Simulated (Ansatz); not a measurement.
System: C₃H₈, charge 0, singlet. C3H8 (propane, SMILES CCC).
B3LYP-D3(BJ)/def2-TZVP minimum from Ansatz (a quantum-chemistry and plane-wave program):
```xyz
11

C     -0.0014    -0.0033     0.5859
C      0.0027     1.2725    -0.2521
C     -0.0014    -1.2696    -0.2666
H     -0.8774    -0.0057     1.2413
H      0.8715    -0.0085     1.2455
H      0.0026     2.1656     0.3757
H     -0.0044    -2.1698     0.3510
H      0.8856     1.3165    -0.8947
H     -0.8771     1.3193    -0.8989
H     -0.8813    -1.3061    -0.9138
H      0.8814    -1.3090    -0.9097
```
Charge 0, spin multiplicity 1.

Total energies in cc-pVDZ, 20 correlated electrons, 3 frozen orbitals. Open shells are spin-unrestricted; no spin-orbit coupling. Cores are frozen in correlated methods. No relativity.

```
method    program  energy (Eh)  minus CCSDT(Q) (mEh)
--------  -------  -----------  --------------------
HF         Ansatz   -118.27250                509.46
MP2        Ansatz   -118.71751                 64.46
CCSD       Ansatz   -118.76733                 14.63
CCSD(T)    Ansatz   -118.78047                  1.49
CCSDT(Q)   Ansatz   -118.78197                  0.00
```

Rough core times of Ansatz's runs on a shared machine: CCSD(T) under 20 s, CCSDT(Q) 4 min.
